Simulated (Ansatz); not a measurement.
**A relaxation, step by step**

CH$_{7}$NSi, closed shell, CAM-B3LYP-D4/pcseg-2 (Ansatz 0.2.0). Settings:

```yaml
hamiltonian: {xc: {name: CAM-B3LYP}, dispersion: d4}
relax: {f_tol: 0.01, max_steps: 60, escape_saddle: false}
```

Start, the saddle point found with PBE0-D4 in triple zeta (not stationary at another level):

```xyz
10
angstrom
Si -0.7696 -0.0073 0.4113
N -0.5781 -0.2034 -1.4627
H -1.5902 -0.7675 -0.7787
H -1.2227 1.4214 0.4108
C 0.9381 -0.0034 1.2109
H -0.5577 0.5569 -2.1349
H -0.0737 -1.0120 -1.7984
H 1.5918 0.7113 0.7007
H 0.8596 0.2951 2.2604
H 1.4024 -0.9909 1.1807
```

```json
{"step": "1", "energy less the last (meV)": "3336.6", "largest force component (eV/Å)": "0.146"}
{"step": "2", "energy less the last (meV)": "3334.6", "largest force component (eV/Å)": "0.062"}
{"step": "3", "energy less the last (meV)": "3333.4", "largest force component (eV/Å)": "0.108"}
{"step": "4", "energy less the last (meV)": "3316.9", "largest force component (eV/Å)": "0.620"}
{"step": "5", "energy less the last (meV)": "3154.0", "largest force component (eV/Å)": "2.115"}
{"step": "6", "energy less the last (meV)": "2505.4", "largest force component (eV/Å)": "3.892"}
{"step": "7", "energy less the last (meV)": "1682.3", "largest force component (eV/Å)": "4.568"}
{"step": "8", "energy less the last (meV)": "771.1", "largest force component (eV/Å)": "3.624"}
{"step": "9", "energy less the last (meV)": "141.0", "largest force component (eV/Å)": "1.009"}
{"step": "10", "energy less the last (meV)": "43.6", "largest force component (eV/Å)": "0.511"}
{"step": "11", "energy less the last (meV)": "32.7", "largest force component (eV/Å)": "0.658"}
{"step": "12 (rejected trial)", "energy less the last (meV)": "51.3", "largest force component (eV/Å)": "0.952"}
{"step": "13", "energy less the last (meV)": "1.4", "largest force component (eV/Å)": "0.086"}
{"step": "14", "energy less the last (meV)": "0.3", "largest force component (eV/Å)": "0.034"}
{"step": "15", "energy less the last (meV)": "0.0", "largest force component (eV/Å)": "0.014"}
{"step": "16 (rejected trial)", "energy less the last (meV)": "0.1", "largest force component (eV/Å)": "0.081"}
{"step": "17", "energy less the last (meV)": "0.0", "largest force component (eV/Å)": "0.003"}
```

Step 3, positions (Å) and forces (eV/Å):

| atom | x | y | z | Fx | Fy | Fz |
| --- | --- | --- | --- | --- | --- | --- |
| Si1 | -0.769 | 0.004 | 0.410 | 0.003 | -0.009 | -0.074 |
| N2 | -0.569 | -0.201 | -1.461 | 0.086 | 0.048 | -0.055 |
| H3 | -1.575 | -0.771 | -0.765 | -0.079 | -0.052 | 0.108 |
| H4 | -1.218 | 1.423 | 0.412 | -0.015 | 0.021 | 0.007 |
| C5 | 0.932 | -0.004 | 1.209 | -0.017 | -0.008 | 0.005 |
| H6 | -0.576 | 0.550 | -2.141 | 0.005 | 0.007 | 0.009 |
| H7 | -0.065 | -1.006 | -1.802 | 0.005 | -0.002 | -0.005 |
| H8 | 1.589 | 0.704 | 0.703 | 0.008 | 0.014 | -0.013 |
| H9 | 0.859 | 0.292 | 2.256 | -0.001 | 0.003 | 0.021 |
| H10 | 1.391 | -0.990 | 1.178 | 0.007 | -0.022 | -0.002 |

Step 8, positions (Å) and forces (eV/Å):

```json
{"atom": "Si1", "x": "-0.692", "y": "0.142", "z": "0.193", "Fx": "0.204", "Fy": "-0.573", "Fz": "-3.624"}
{"atom": "N2", "x": "-0.294", "y": "-0.002", "z": "-1.578", "Fx": "1.350", "Fy": "0.112", "Fz": "2.686"}
{"atom": "H3", "x": "-1.577", "y": "-1.038", "z": "0.021", "Fx": "-0.533", "Fy": "0.167", "Fz": "1.643"}
{"atom": "H4", "x": "-1.248", "y": "1.519", "z": "0.335", "Fx": "-0.254", "Fy": "-0.434", "Fz": "0.189"}
{"atom": "C5", "x": "0.841", "y": "-0.058", "z": "1.171", "Fx": "0.112", "Fy": "0.000", "Fz": "0.297"}
{"atom": "H6", "x": "-0.828", "y": "0.473", "z": "-2.227", "Fx": "-1.010", "Fy": "0.978", "Fz": "-1.419"}
{"atom": "H7", "x": "0.231", "y": "-0.757", "z": "-1.978", "Fx": "-0.066", "Fy": "-0.072", "Fz": "0.088"}
{"atom": "H8", "x": "1.603", "y": "0.554", "z": "0.710", "Fx": "0.205", "Fy": "0.222", "Fz": "-0.189"}
{"atom": "H9", "x": "0.778", "y": "0.242", "z": "2.205", "Fx": "-0.167", "Fy": "0.081", "Fz": "0.356"}
{"atom": "H10", "x": "1.186", "y": "-1.076", "z": "1.149", "Fx": "0.158", "Fy": "-0.481", "Fz": "-0.027"}
```

Step 10, positions (Å) and forces (eV/Å):

```json
{"atom": "Si1", "x": "-0.655", "y": "0.113", "z": "0.049", "Fx": "0.511", "Fy": "0.203", "Fz": "-0.403"}
{"atom": "N2", "x": "-0.174", "y": "0.076", "z": "-1.623", "Fx": "-0.346", "Fy": "0.018", "Fz": "0.477"}
{"atom": "H3", "x": "-1.660", "y": "-0.928", "z": "0.388", "Fx": "0.070", "Fy": "-0.020", "Fz": "0.124"}
{"atom": "H4", "x": "-1.287", "y": "1.434", "z": "0.278", "Fx": "0.002", "Fy": "-0.046", "Fz": "-0.014"}
{"atom": "C5", "x": "0.877", "y": "-0.069", "z": "1.108", "Fx": "-0.213", "Fy": "-0.125", "Fz": "0.108"}
{"atom": "H6", "x": "-0.812", "y": "0.499", "z": "-2.277", "Fx": "0.088", "Fy": "-0.078", "Fz": "-0.136"}
{"atom": "H7", "x": "0.161", "y": "-0.808", "z": "-1.967", "Fx": "0.048", "Fy": "0.025", "Fz": "-0.201"}
{"atom": "H8", "x": "1.660", "y": "0.648", "z": "0.854", "Fx": "-0.213", "Fy": "0.024", "Fz": "-0.050"}
{"atom": "H9", "x": "0.573", "y": "0.102", "z": "2.143", "Fx": "0.171", "Fy": "-0.054", "Fz": "0.088"}
{"atom": "H10", "x": "1.318", "y": "-1.067", "z": "1.047", "Fx": "-0.118", "Fy": "0.053", "Fz": "0.008"}
```

Last step (17):

```tsv
atom	x (Å)	y (Å)	z (Å)
Si1	-0.6615	0.1375	0.0544
N2	-0.2384	0.0214	-1.6065
H3	-1.6660	-0.8665	0.4974
H4	-1.2715	1.4743	0.2349
C5	0.8563	-0.0755	1.1103
H6	-0.8049	0.4488	-2.3180
H7	0.2703	-0.7656	-1.9708
H8	1.5984	0.6908	0.8906
H9	0.6015	-0.0153	2.1686
H10	1.3158	-1.0498	0.9393
```

Hardware: 2 CPU threads of an Intel Xeon 6975P-C, shared host. Wall time about 40 s.
